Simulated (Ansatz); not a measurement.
**PBE against other levels and measurement: rock-salt CaO**

Programs: Ansatz (a first-principles code).

### Question
For which of these properties of rock-salt CaO does PBE miss the measurement, in which direction and by how much: lattice constant a, bulk modulus, cohesive energy, high-frequency dielectric constant, static dielectric constant, Born effective charge (magnitude), zone-centre TO phonon frequency, zone-centre LO phonon frequency, elastic constant C11, elastic constant C44, formation enthalpy, direct gap at Γ?

### Answer
PBE is well off the measurement for the lattice constant a (+1.05 %, at least halved by r²SCAN); bulk modulus (-12.5 %, at least halved by r²SCAN); static dielectric constant (+51 %); zone-centre TO phonon frequency (-18.0 %, at least halved by LDA); formation enthalpy (+0.327 eV/atom, at least halved by LDA, r²SCAN); direct gap at Γ (-2.38 eV). It does well for the cohesive energy (-0.07 eV/atom). In between, or not called against an uncorrected reference: high-frequency dielectric constant (+14.8 %), Born effective charge (magnitude) (+4.0 %), zone-centre LO phonon frequency (-8.2 %), elastic constant C11 (-8.2 %), elastic constant C44 (-5.4 %).

```
property                                       PBE     LDA  r²SCAN    reference  PBE less reference
------------------------------------------  ------  ------  ------  -----------  ------------------
equilibrium lattice constant a (Å)           4.831   4.708   4.795        4.781             +1.05 %
bulk modulus B0 (GPa)                          105     129     117          120             -12.5 %
cohesive energy (eV/atom)                     5.46    6.35    5.68  5.53 ± 0.03       -0.07 eV/atom
band gap (eV), at the measured cell           3.66    3.49    4.20            –                   –
high-frequency dielectric constant            3.79    3.88    3.52         3.3*             +14.8 %
dielectric constant ε0 (ions relaxed)         16.8    14.9    14.1  11.1 ± 0.3*               +51 %
Born effective charge (magnitude) (e)         2.35    2.37    2.33        2.26*              +4.0 %
TO(Γ) frequency (cm⁻¹)                         255     291     283         311*             -18.0 %
LO(Γ) frequency (cm⁻¹)                         537     569     566         585*              -8.2 %
elastic constant C11 (GPa)                     201     260     231         219*              -8.2 %
elastic constant C44 (GPa)                    75.7    80.0    79.3          80*              -5.4 %
Voigt–Reuss–Hill shear modulus (GPa)          74.1    87.0    81.9            –                   –
formation enthalpy (eV/atom)                -2.946  -3.340  -3.218       -3.273      +0.327 eV/atom
direct gap at Γ (eV), at the measured cell    4.71    4.54    5.41         7.09            -2.38 eV
```

Where no measured value is used, PBE differs from r²SCAN by -0.54 eV in the band gap; from r²SCAN by -9.5 % in the Voigt–Reuss–Hill shear modulus.

A star marks values at room or unstated temperature without corrections; heat and zero-point motion as a rule enlarge cells and lower moduli and gaps.

Low-temperature values still hold zero-point motion unless their source removed it.

Called good within 0.10 eV/atom for the cohesive energy.

Called well off clearly beyond 0.60 % for the lattice constant a, 10.7 % for the bulk modulus, 0.20 eV/atom for the cohesive energy, 20 % for the high-frequency dielectric constant, 20 % for the static dielectric constant, 12.0 % for the Born effective charge (magnitude), 12.0 % for the zone-centre TO phonon frequency, 12.0 % for the zone-centre LO phonon frequency, 0.100 eV/atom for the formation enthalpy, 0.99 eV for the direct gap at Γ (bounds picked here from the quality of each reference).

The references are measured values: lattice constant a corrected to a static lattice, bulk modulus low temperature, cohesive energy derived from tabulated measurements, high-frequency dielectric constant unstated, static dielectric constant unstated, Born effective charge (magnitude) unstated, zone-centre TO phonon frequency unstated, zone-centre LO phonon frequency unstated, elastic constant C11 room temperature, elastic constant C44 room temperature, formation enthalpy low temperature, direct gap at Γ low temperature.

Unless a row names a cell, each level is at its own relaxed cell.

Density-functional gaps are differences of (generalised) Kohn–Sham levels.

Ansatz's density-functional and Hartree–Fock values are scalar-relativistic unless marked +SOC, with PAW data made under PBE.

References as tabulated in Chen et al. (2018), doi:10.1103/physrevmaterials.2.073803; Roshan et al. (2021), arXiv:2110.13857; Speziale et al. (2006), doi:10.1029/2005jb003823; the CRC Handbook and others.
